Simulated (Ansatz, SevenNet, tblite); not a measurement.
# How well does each level of theory give the elastic constant C44 of zinc-blende InP?

Reference value: 45.6 GPa (measured, temperature not stated, not corrected to a static lattice; as tabulated in Oses et al. (2018), arXiv:1811.08464).

**Question.** Put these levels in order of the elastic constant C44 that they give for zinc-blende InP, smallest first: GFN2-xTB (tblite), HSE06 (Ansatz, a quantum-chemistry and plane-wave program), Hartree–Fock (Ansatz), PBE (Ansatz), SevenNet-0.

**Answer.** GFN2-xTB (14.5 GPa), SevenNet-0 (33.8 GPa), PBE (41.4 GPa), HSE06 (47.0 GPa), Hartree–Fock (56.8 GPa)

Unless a cell is named, each level is at its own relaxed cell (GFN2-xTB 27.73, SevenNet-0 26.42, PBE 26.45, HSE06 25.69, Hartree–Fock 26.72 Å³/atom).

Differences against the reference: GFN2-xTB -68 %, SevenNet-0 -26 %, PBE -9.2 %, HSE06 +3.1 %, Hartree–Fock +25 %.

The measured value isn't corrected to a static lattice, so vibrations enter the comparison. A static lattice is as a rule stiffer than a warm one, by over a tenth in soft solids.  GFN2-xTB: the method was fitted mainly to molecules. GFN2-xTB: the run uses a supercell at the zone centre in place of a k mesh. Each level is taken at its own relaxed cell. K meshes differ between the levels. Ansatz's density-functional and Hartree–Fock values are scalar-relativistic unless marked +SOC, with PAW data made under PBE.

Machine-learned potentials (SevenNet-0) are trained on DFT data: a solid inside that data is no test of them.

Differences are worked out from the printed values.
